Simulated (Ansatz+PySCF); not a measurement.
**singlet N₂: levels of theory in one basis**

```xyz
2

N     0.0000    0.0000   -1.0154
N     0.0000    0.0000    1.0154
```

Basis set: STO-3G (spherical functions). Left uncorrelated: 2 orbitals. Charge 0, multiplicity 1.

Computed with Ansatz (development build ahead of 0.2.0); each method stands on the lowest determinant of its kind that the runs found.

| method | E − E(RHF) (eV) | <S²> of the determinant |
| --- | --- | --- |
| RHF | 0.00 | 0.00 |
| UHF | -10.21 | 2.82 |
| RHF-MP2 | -2.52 | – |
| UHF-MP2 | -10.28 | 2.82 |
| RHF-CCSD | -5.04 | – |
| UHF-CCSD | -10.65 | 2.82 |
| RHF-CCSD(T) | -5.13 | – |
| UHF-CCSD(T) | -10.66 | 2.82 |

Q: What does full CI (lowest root of this spin) give on the same scale?

A: -10.76 eV.

At such a shape the full CI root can have another spatial symmetry than the determinants, so the rows needn't describe one state.

Q: Is a single determinant a sound starting point here?

A: It is doubtful. Unrestricted orbitals lower Hartree–Fock by 10.21 eV and <S²> is 2.82 where a pure state has 0.00, a sign of strong static correlation.

Caution for RHF, RHF-MP2, RHF-CCSD, RHF-CCSD(T): an unrestricted determinant lies well below. Caution for RHF, UHF, RHF-MP2, UHF-MP2, RHF-CCSD, UHF-CCSD, RHF-CCSD(T), UHF-CCSD(T): the determinant may break the point group. Caution for UHF, UHF-MP2, UHF-CCSD, UHF-CCSD(T): the unrestricted determinant is a mixture of spin states. Caution for RHF-MP2, UHF-MP2, UHF-CCSD, UHF-CCSD(T): large amplitudes, a single reference is doubtful. Caution for RHF-MP2, UHF-CCSD, UHF-CCSD(T): the program doubts this total. Caution for RHF-MP2, UHF-MP2: another reference gives a lower total. Caution for RHF-CCSD, RHF-CCSD(T): very large amplitudes, the method is breaking down; the amplitudes may be one of several solutions.
